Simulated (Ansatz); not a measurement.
# CH2NS2: the cost of one run

Program: Ansatz 0.2.0. Level of theory: RKS PBE0/6-31G*. These are calculated values, not measurements.

### 1 The structure to begin with

Bond lengths: N1–C2 1.376 Å, C2–S3 1.673 Å, C2–S4 1.673 Å, N1–H5 1.009 Å, N1–H6 1.009 Å. Angles: N1–C2–S3 116.2°, N1–C2–S4 116.2°, S3–C2–S4 127.6°, C2–N1–H5 116.5°, C2–N1–H6 116.4°, H5–N1–H6 117.5°.

Coordinates:

```xyz
6

N    -0.6221    0.4453    0.1920
C     0.5428   -0.2084   -0.1374
S     1.4528   -0.7864    1.1420
S     0.9003   -0.3041   -1.7689
H    -0.9792    0.2868    1.1226
H    -1.2947    0.5668   -0.5504
```

### 2 End point A

The input, input.yaml:

```yaml
crystal:
  periodic: [false, false, false]
  atoms:
    - { symbol: "N", position_ang: [-0.62208, 0.44528, 0.19204] }
    - { symbol: C, position_ang: [0.54282, -0.20844, -0.13742] }
    - { symbol: S, position_ang: [1.45285, -0.78636, 1.14197] }
    - { symbol: S, position_ang: [0.9003, -0.30407, -1.76889] }
    - { symbol: H, position_ang: [-0.97917, 0.2868, 1.12265] }
    - { symbol: H, position_ang: [-1.29473, 0.56679, -0.55035] }
total_charge: -1
basis:
  gaussian: { orbitals: "6-31G*" }
hamiltonian:
  xc: pbe0
relax:
  f_tol: 0.015
  max_steps: 40
```

Run with:

```console
ansatz run input.yaml --threads 1 --pin off --max-ram 2048MiB --backend cpu --events-out ev --progress --plain --runs-dir out
```

Q: Estimate wall time and peak memory on 1 thread of Intel Xeon at 2.70GHz, shared host.

About 19 s, with a peak of 0.15 GiB.
